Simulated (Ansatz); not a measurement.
A nudged elastic band was laid between two geometries of ClH + H4OSi (8 atoms, charge 0, multiplicity 1).

Level of theory: RKS PBE-D4/def2-mTZVP (Ansatz).

- movable images: 5
- climbing image: yes
- spring: 2.0 to 10.0 eV/Å², energy-weighted
- optimiser: quadratic models (default)
- start path: through a guess of the saddle point
- force threshold: 0.05 eV/Å
- iteration limit: 60
- end points: relaxed

Initial state:

```xyz
8
Properties=species:S:1:pos:R:3
Si -0.658 -0.703 -0.399
H 0.801 -1.066 -0.224
H -1.188 -1.400 -1.606
H -1.370 -1.175 0.834
O -0.837 0.930 -0.684
H 1.850 0.376 0.732
Cl 1.818 1.521 1.375
H -0.415 1.517 -0.028
```

Final state:

```xyz
8
Properties=species:S:1:pos:R:3
Si -0.460 0.344 -0.226
H 1.919 -2.359 0.489
H -0.029 -0.430 -1.416
H -0.832 -0.515 0.935
O -1.726 1.281 -0.745
H 2.152 -1.656 0.617
Cl 1.147 1.507 0.420
H -2.172 1.829 -0.075
```

(1) Which bonds break or form, and what moves?

(2) What energy profile does the band end with?

(3) What is the geometry of the highest image?

Results:

(1) Bonds broken: Si1–H2, H6–Cl7. Bonds formed: Si1–Cl7, H2–H6. ClH + H4OSi becomes ClH3OSi + H2.

(2) It converged. The highest image is number 3 of 0 to 6, 26.2 kcal/mol above the first end and 46.9 kcal/mol above the last; the last end lies 20.7 kcal/mol below the first. Another band between the same ends (5 images) ends at a top of the same energy, where a vibrational analysis finds 1 clearly imaginary mode. The orbitals stay closed-shell, which can raise the energy where a bond breaks towards radicals; this wasn't checked here.

| image | path coordinate (Å) | energy (kcal/mol) | Si1–H2 (Å) | H6–Cl7 (Å) | Si1–Cl7 (Å) |
| --- | --- | --- | --- | --- | --- |
| 0 | 0.00 | 0.0 | 1.51 | 1.31 | 3.77 |
| 1 | 1.08 | 4.6 | 1.54 | 1.35 | 3.13 |
| 2 | 1.56 | 18.5 | 1.63 | 1.52 | 2.78 |
| 3 | 1.93 | 26.2 | 1.77 | 1.80 | 2.59 |
| 4 | 2.46 | 15.7 | 2.06 | 2.08 | 2.32 |
| 5 | 3.24 | -4.9 | 2.58 | 2.32 | 2.14 |
| 6 | 5.88 | -20.7 | 3.67 | 3.33 | 2.09 |

(3) 
```xyz
8
Properties=species:S:1:pos:R:3:forces:R:3
Si -0.428 -0.384 -0.145 0.00 0.00 0.00
H 1.240 -0.954 -0.275 0.00 0.00 0.00
H -0.669 -1.334 -1.273 0.00 0.00 0.00
H -0.901 -0.981 1.127 0.00 0.00 0.00
O -0.956 1.020 -0.820 0.00 0.00 0.00
H 1.398 -0.282 0.291 0.00 0.00 0.00
Cl 1.050 1.112 1.372 0.00 0.00 0.00
H -0.733 1.803 -0.276 0.00 0.00 0.00
```

Time of the run: 71 s on 2 threads of Intel(R) Xeon(R) Platinum 8488C (Sapphire Rapids) (shared host), peak memory 0.16 GiB.
